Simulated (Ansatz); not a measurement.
`CC(F)(F)F` + H₂ → `CC(F)F` + H–F at 600 K and 1 bar (hydrogenolysis of a C–F bond).

Isolated molecules relaxed with PBE0-D4/def2-TZVP in Ansatz; ΔE leaves out vibrations. CBS: MP2 limit from def2 TZ/QZ plus the TZ coupled-cluster correction, frozen cores. This one scheme is used for every species.

```
    species  CCSD(T)/CBS energy (Eh)  H − E (kJ/mol)  S (J/(mol·K))
`CC(F)(F)F`               -377.30189           183.0          353.9
         H₂                 -1.17544            43.9          150.8
   `CC(F)F`               -278.09861           199.3          340.7
        H–F               -100.39570            42.3          194.0
```

H − E and S are ideal-gas, rigid-rotor, harmonic terms from PBE0-D4/def2-TZVP. The MP2-based limit puts H₂ 0.8 mEh under its directly extrapolated value; such offsets cancel only in part. 1 Eh = 2625.50 kJ/mol, R = 8.31446 J/(mol·K).

Problem. By hand: ΔE, ΔH, ΔS and ΔG.

Solution. ΔE = (-278.09861) + (-100.39570) − (-377.30189) − (-1.17544) = -0.01698 Eh = -44.6 kJ/mol. Δ(H − E) = 199.3 + 42.3 − 183.0 − 43.9 = 14.7, so ΔH = -29.9 kJ/mol. ΔS = 340.7 + 194.0 − 353.9 − 150.8 = 30.0 J/(mol·K). ΔG = -29.9 − 600 × (30.0)/1000 = -47.9 kJ/mol.

Problem. By hand: the equilibrium constant, and the temperature at which ΔG would vanish if ΔH and ΔS stayed fixed.

Solution. log₁₀ K = −ΔG/(RT ln 10) = 4.2. ΔH and −TΔS have one sign here, so there is no such temperature.

TΔS isn't small against ΔH here. A doubt of 5 kJ/mol in ΔE shifts log₁₀ K by 0.4 here. These are equilibria of isolated gas molecules and say nothing of rates. Largest T1 diagnostic: 0.011 (customary marks: 0.02 for closed shells, 0.045 for open ones).
